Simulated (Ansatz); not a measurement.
# Mg2Si2: the cost of one run

Method: the settings change from run to run; program: Ansatz 0.2.0, Gaussian basis.

## 1. The molecule

An earlier r2SCAN-D4 in a triple-zeta def2 set relaxation fixed the geometry.

4 atoms, charge -1, spin multiplicity 2.

Atoms are counted from 1 here; the program's logs count them from 0.

Bond lengths: Mg1–Si3 2.601 Å, Mg1–Si4 2.601 Å, Mg2–Si3 2.618 Å, Mg2–Si4 2.617 Å, Si3–Si4 2.304 Å. Angles: Si3–Mg1–Si4 52.6°, Si3–Mg2–Si4 52.2°, Mg1–Si3–Mg2 127.6°, Mg1–Si3–Si4 63.7°, Mg2–Si3–Si4 63.9°, Mg1–Si4–Mg2 127.6°, Mg1–Si4–Si3 63.7°, Mg2–Si4–Si3 63.9°.

## 2. CCSD/def2-TZVPP

Set apart from the defaults: correlated electrons set to outside_noble_gas.

Contents of in.yaml:

```yaml
crystal:
  periodic: [false, false, false]
  atoms:
    - {symbol: Mg, position_ang: [-0.924572, 1.918894, -0.961426]}
    - {symbol: Mg, position_ang: [0.927909, -1.926512, 0.965019]}
    - {symbol: Si, position_ang: [0.980758, 0.191020, -0.573395]}
    - {symbol: Si, position_ang: [-0.984094, -0.183392, 0.569792]}
basis:
  gaussian: {orbitals: def2-TZVPP}
total_charge: -1
magnetization: {spin_polarized: true, initial_magnetization: 1}
hamiltonian: {xc: {name: HF}}
correlation: {method: ccsd, electrons: outside_noble_gas}
scf: {omitted_lower_state_checks: [starts]}
```

The run is started by

```
$ ansatz run in.yaml --threads 4 --pin off --events-out ev --progress --plain --max-ram 3916MiB
```

What time and memory should one allow on 4 threads of Arm Neoverse V2, shared host?

About 48 s, with a peak of 1.6 GiB.
